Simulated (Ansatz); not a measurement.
Frontier orbitals of `CC(=O)OC(C)=O`.

| atom | x (Å) | y (Å) | z (Å) |
| --- | --- | --- | --- |
| C1 | -2.219 | -0.145 | 0.841 |
| C2 | -0.742 | -0.122 | 1.053 |
| O3 | -0.169 | -0.177 | 2.092 |
| O4 | -0.087 | -0.083 | -0.165 |
| C5 | 1.155 | 0.516 | -0.272 |
| C6 | 1.938 | -0.122 | -1.370 |
| O7 | 1.489 | 1.435 | 0.401 |
| H8 | -2.483 | -0.906 | 0.105 |
| H9 | -2.722 | -0.335 | 1.785 |
| H10 | -2.535 | 0.820 | 0.438 |
| H11 | 2.843 | 0.450 | -1.556 |
| H12 | 2.198 | -1.142 | -1.076 |
| H13 | 1.334 | -0.190 | -2.276 |

Total charge 0; spin multiplicity 1. All single points use the PBE0-D4/def2-TZVP geometry. Basis def2-TZVPP, the Gaussian-basis code of Ansatz.

```json
{"functional": "LC-ωPBE", "HOMO (eV)": "-10.86", "LUMO (eV)": "1.72"}
```

Problem. Give HOMO and LUMO (eV) with LDA (SPW92), PBE, revPBE, BLYP, r2SCAN, B97M-V, PBE0, B3LYP, r2SCANh, r2SCAN0, HSE06 (plane-wave form), BHLYP, CAM-B3LYP, ωB97X-V, ωB97M-V, HF. (An estimate is asked.)

Solution. Computed: 
```csv
functional,HOMO,LUMO
LDA (SPW92),-6.63,-2.15
PBE,-6.43,-1.87
revPBE,-6.36,-1.77
BLYP,-6.35,-1.76
r2SCAN,-6.77,-1.62
B97M-V,-6.91,-1.47
PBE0,-8.08,-0.73
B3LYP,-7.84,-1.02
r2SCANh,-7.39,-1.20
r2SCAN0,-8.33,-0.58
HSE06 (plane-wave form),-7.68,-1.12
BHLYP,-9.70,0.53
CAM-B3LYP,-9.57,0.46
ωB97X-V,-10.54,1.66
ωB97M-V,-10.48,1.59
HF,-12.21,3.52
```

B3LYP here is the variant with VWN-RPA as its local correlation; programs differ in this. LC-ωPBE has ω = 0.4 bohr⁻¹. Positive LUMOs are unbound and depend on the basis.
